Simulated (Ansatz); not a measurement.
System: chalcopyrite CuGaSe2. Method: RPBE (Ansatz, a quantum-chemistry and plane-wave program, PAW).

The input as run:

Ansatz 0.2 input:
```yaml
crystal:
  lattice:
    - [-2.8731129181, 2.8731129181, 5.6958803139]
    - [2.8731129181, -2.8731129181, 5.6958803139]
    - [2.8731129181, 2.8731129181, -5.6958803139]
  atoms:
    - { symbol: Ga, position: [0.5, 0.5, 0.0] }
    - { symbol: Ga, position: [0.25, 0.75, 0.5] }
    - { symbol: Cu, position: [0.0, 0.0, 0.0] }
    - { symbol: Cu, position: [0.75, 0.25, 0.5] }
    - { symbol: Se, position: [0.875, 0.8793983902, 0.5043983902] }
    - { symbol: Se, position: [0.1206016098, 0.625, -0.0043983902] }
    - { symbol: Se, position: [0.375, 0.3706016098, 0.4956016098] }
    - { symbol: Se, position: [0.6293983902, 0.125, 0.0043983902] }
basis:
  ecutwfc: 520
  ecutrho_ratio: 4
  xc_grid: 2
kpoints:
  mp_grid: { grid: [8, 8, 8] }
  band_path:
    path:
      - [0.0, 0.0, 0.0]
      - [0.0, 0.0, 0.071429]
      - [0.0, 0.0, 0.142857]
      - [0.0, 0.0, 0.214286]
      - [0.0, 0.0, 0.285714]
      - [0.0, 0.0, 0.357143]
      - [0.0, 0.0, 0.428571]
      - [0.0, 0.0, 0.5]
      - [0.125, 0.125, 0.375]
      - [0.25, 0.25, 0.25]
      - [0.2, 0.3, 0.2]
      - [0.15, 0.35, 0.15]
      - [0.1, 0.4, 0.1]
      - [0.05, 0.45, 0.05]
      - [0.0, 0.5, 0.0]
      - [0.0, 0.4, 0.0]
      - [0.0, 0.3, 0.0]
      - [0.0, 0.2, 0.0]
      - [0.0, 0.1, 0.0]
      - [0.1, 0.1, -0.1]
      - [0.2, 0.2, -0.2]
      - [0.3, 0.3, -0.3]
      - [0.4, 0.4, -0.4]
      - [0.5, 0.5, -0.5]
      - [0.43787, 0.56213, -0.43787]
      - [0.37574, 0.62426, -0.37574]
      - [0.31361, 0.68639, -0.31361]
      - [-0.31361, 0.31361, 0.31361]
      - [-0.261341, 0.261341, 0.261341]
      - [-0.209073, 0.209073, 0.209073]
      - [-0.156805, 0.156805, 0.156805]
      - [-0.104537, 0.104537, 0.104537]
      - [-0.052268, 0.052268, 0.052268]
      - [-0.127219, 0.127219, 0.5]
      - [0.5, 0.5, -0.127219]
      - [0.5, 0.5, -0.201776]
      - [0.5, 0.5, -0.276332]
      - [0.5, 0.5, -0.350888]
      - [0.5, 0.5, -0.425444]
    npoints: 1
hamiltonian:
  xc: rpbe
  dispersion: none
  pseudopotentials: { kind: paw }
scf:
  occupations: { method: fermi_dirac, width: 0.01 }
  convergence: { dr2_threshold: 0.0000000008 }
output:
  forces: true
  stress: true
  eigenvalues: true
  write_bands: true
```

Excerpt of the program's output:

```
Crystal: 8 atoms, lattice volume = 188.073 Å³
Basis set: ecut = 520 eV, 4997 PW (Γ), exchange–correlation on 108×108×108 points (8 copies of the dense FFT grid, shifted against one another)
Bands: 77, of which v1, the nominal top of the filled ones, is band 64 counted from 1 (63 counted from 0)
Symmetry: 8 space group operations
Space group: I-42d (ITA 122), of the structure as read, at distance tolerance 5.7e-5 Å
k-points: 59 of 512 (time reversal used)
Functional: x = rpbe, c = pbe(β = 0.06672455060314922)
SCF iter   1: F=—  HF=-42742.323644 eV  |F-HF|=—  |Δ(HF+E_count)|=         —  Δρ=4.98e-3  dr2=2.64e-2
SCF iter   2: F=—  HF=-42742.325108 eV  |F-HF|=—  |Δ(HF+E_count)|=   1.46e-3  Δρ=2.94e-3  dr2=9.83e-3
  ...
SCF iter  11: F=—  HF=-42742.322750 eV  |F-HF|=—  |Δ(HF+E_count)|=   1.21e-8  Δρ=8.77e-7  dr2=1.12e-9
SCF iter  12: F=-42742.322750 eV  HF=-42742.322750 eV  |F-HF|=1.53e-10  |Δ(HF+E_count)|=   1.71e-9  Δρ=1.77e-7  dr2=8.50e-11
SCF 1 converged in 12 iterations: F = -42742.322750 eV  dr2 = 8.50e-11
SCF converged after 12 iterations
Free energy (F): -42742.322750 eV
Internal energy: -42742.322710 eV  (E = F + TS)
E sigma→0 (E₀):  -42742.322730 eV
Fermi energy:    7.873814 eV
--- Forces (eV/Å), atoms counted from 1 ---
  atom   1  Ga     0.00000000     0.00000000     0.00000000
  atom   2  Ga     0.00000000    -0.00000000     0.00000000
  atom   3  Cu     0.00000000    -0.00000000     0.00000000
  atom   4  Cu     0.00000000     0.00000000     0.00000000
  atom   5  Se    -0.00040596     0.00000000    -0.00000000
  atom   6  Se     0.00000000     0.00040596     0.00000000
  atom   7  Se     0.00040596     0.00000000     0.00000000
  atom   8  Se    -0.00000000    -0.00040596     0.00000000
--- Stress (GPa, compression-positive) ---
       -0.000414      -0.000000       0.000000
       -0.000000      -0.000414      -0.000000
        0.000000      -0.000000       0.000739
  P = ⅓ Tr σ = -0.0000 GPa (-0.000 kbar)
```

The PAW data were made under PBE.

The result took about 3 core-minutes (a rough figure).
